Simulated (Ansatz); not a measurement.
HPN⁺, singlet: the ladder up to full CI

Geometry: that of the HPN, doublet, kept fixed.

```yaml
atoms:
  - { symbol: N, position_ang: [0.0000, 0.0742, 1.0838] }
  - { symbol: P, position_ang: [0.0000, -0.0767, -0.4631] }
  - { symbol: H, position_ang: [0.0000, 1.3249, -0.8309] }
```

Basis 6-31G; Ansatz 0.2.0. Only valence electrons are correlated (noble-gas cores frozen), which leaves 10 electrons in 18 orbitals. Prefix R: restricted or restricted open-shell reference; prefix U: unrestricted. Active spaces: valence = (10e, 9o) chosen from the atoms' valence shells.

Full CI is exact within this basis and frozen core; it isn't the basis-set limit. The frozen core follows each run's orbitals, which can shift R against U totals by a few meV.

Unrestricted rows (U) aren't spin-pure: their determinants' ⟨S²⟩ exceeds S(S+1) by up to 1.38, so they mix in states of higher spin.

```
UHF ⟨S²⟩                          : 1.379
T1 diagnostic (RCCSD)             : 0.0970
largest doubles amplitude (RCCSD) : 0.157
```

```csv
level,E − E(full CI) (kcal/mol),share of correlation (%),wall time
RHF,140.24,0.00,–
UHF,120.09,14.37,–
RMP2,30.18,78.48,–
UMP2,49.61,64.63,–
CISD,23.73,83.08,0.43 s
RCCSD,9.14,93.48,–
UCCSD*,9.28,93.38,–
RCCSD(T),0.85,99.39,0.39 s
UCCSD(T)*,4.51,96.78,3 s
BCCD(T)*,2.30,98.36,0.4 s
RCCSDT,1.42,98.98,–
UCCSDT,2.56,98.17,–
RCCSDT(Q),-0.33,100.24,0.94 s
UCCSDT(Q),0.65,99.53,6.5 s
RCCSDTQ,0.24,99.83,12 s
UCCSDTQ,0.37,99.74,43 s (H100)
CASSCF (valence space),31.94,77.23,–
NEVPT2 (valence space),7.39,94.73,2.7 s
MRCISD (valence space),1.11,99.21,–
MRCISD+Q (valence space),0.41,99.71,4.1 s
```

An asterisk marks runs whose energy the program itself flagged as in doubt.

The correlation energy at full CI, counted from RHF, is -6.081 eV. That run took 3.8 s on 2 threads of AMD EPYC 7R13 with a shared H100 80 GB, shared host over 36,719,424 determinants.

Times hold each run's SCF and search for its determinant on a shared host, so for small cases they say little of a method's own cost; rows without a card ran on 1 thread of AMD EPYC 7R13.

Not variational, and here over 5 meV under the exact energy: RCCSDT(Q).

The full-CI state has the irrep A' of Cs, in the program's axes.

Natural occupations of full CI about the gap: 1.981 1.963 1.942 1.860 1.840 0.173 0.140 0.040 0.027 0.011; effectively unpaired electrons, Σ n²(2−n)², 0.35.
